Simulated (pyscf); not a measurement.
Structures and frequencies: ωB97X-D3(BJ)/def2-SVP in PySCF.

### Question
What is the homolytic dissociation enthalpy (298 K, ωB97M-D3(BJ)/def2-TZVP) of the N–Si bond of H₂N–SiH(SiH₃)–SiH₂–SiH₃ (SMILES N[SiH]([SiH3])[SiH2][SiH3]), to NH₂• + H₃Si–SiH•–SiH₂–SiH₃?

### Answer
N–Si to NH₂• + H₃Si–SiH•–SiH₂–SiH₃: 95.4 kcal/mol. The 7 functionals that were run give +87.1 (r²SCAN) to +95.4 kcal/mol (M06-2X). H₂N–SiH(SiH₃)–SiH₂–SiH₃ lies 12.0 kcal/mol over its isomer H₃Si–NH–SiH(SiH₃)–SiH₃, and others may lie lower still (electronic energy, ωB97M-D3(BJ)). Other isomers of H₃Si–SiH•–SiH₂–SiH₃ were not searched in full and may lie lower.
